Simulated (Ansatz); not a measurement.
2H MoTe2 was calculated with r²SCAN in Ansatz (plane waves, PAW).

Numerical settings: plane-wave cutoff 560 eV, 12×12×4 k mesh (along the axes of the cell as run), Fermi–Dirac smearing 0.01 eV, no spin polarisation, scalar-relativistic PAW data made under PBE.

Cell (relaxed at this level):

```cif
data_Mo2Te4
_chemical_formula_sum 'Te4 Mo2'
_space_group_name_H-M_alt 'P63/mmc'
_space_group_IT_number 194
_space_group_name_Hall '-P 6c 2c'
_cell_length_a 3.56345
_cell_length_b 3.56345
_cell_length_c 14.73075
_cell_angle_alpha 90.000
_cell_angle_beta 90.000
_cell_angle_gamma 120.000
loop_
_atom_site_label
_atom_site_type_symbol
_atom_site_symmetry_multiplicity
_atom_site_Wyckoff_symbol
_atom_site_fract_x
_atom_site_fract_y
_atom_site_fract_z
_atom_site_occupancy
Te1 Te 4 f 0.66667 0.33333 0.12851 1
Mo1 Mo 2 c 0.33333 0.66667 0.25000 1
```

**Question.** Estimate the bulk modulus, smallest direct gap on the k points sampled and Γ–Γ gap that the calculation returns.

**Answer.** 
bulk modulus: 17.2 GPa
smallest direct gap on the k points sampled: 1.06 eV
Γ–Γ gap: 3.05 eV

Note: for a layered or molecular solid the relaxed cell lies over 5 % above the published volume, where the minimum can be shallow; the cell comes from a level without a dispersion term, which matters for the spacing of layers, chains or molecules; the bulk modulus comes from volumes at which shape and atoms were relaxed.

Spin–orbit coupling is not included; with these elements it can move the gap by several tenths of an eV or more.

Computed values are for the static lattice.

Cost on a shared machine: around 26 core-minutes (rough).

Ansatz is a first-principles code.
